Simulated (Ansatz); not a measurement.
Fluorite CdF₂ was calculated with PBE-D3(BJ) in Ansatz (plane waves, PAW).

Numerical settings: plane-wave cutoff 520 eV, 12×12×12 k mesh, Fermi–Dirac smearing 0.01 eV, scalar-relativistic PAW data made under PBE.

Energies at three volumes about the minimum:

| V (Å³/atom) | E − E_lowest (meV/atom) |
|---|---|
| 13.184 | 1.72 |
| 13.453 | 0.00 |
| 13.722 | 1.60 |

Question: Fit a parabola by hand: where is the minimum, what lattice constant follows, and what is the bulk modulus?

Answer: Slopes: (0.00 − 1.72)/(13.453 − 13.184) = -6.394 and (1.60 − 0.00)/(13.722 − 13.453) = 5.948 meV/Å³. Curvature E″ = 2 × (5.948 − (-6.394))/(13.722 − 13.184) = 45.881 meV/Å⁶. From the middle of the first interval, the slope vanishes at V0 = 13.3185 − (-6.394)/45.881 = 13.458 Å³/atom. B = V0 E″ = 13.458 × 45.881 meV/Å³ × 0.1602 GPa per meV/Å³ = 98.9 GPa. With 12 atoms in the cube, a = (12 × 13.458)^(1/3) = 5.446 Å. The full Birch–Murnaghan fit to all volumes gives V0 = 13.453 Å³/atom and B0 = 98.9 GPa.

Measured, for comparison: lattice constant a 5.388 Å (temperature not stated, copied from a table, unchecked, no zero-point or thermal correction; as tabulated in Crystal Structures 1, 239 (1963)).

Ansatz is a quantum-chemistry and plane-wave program.
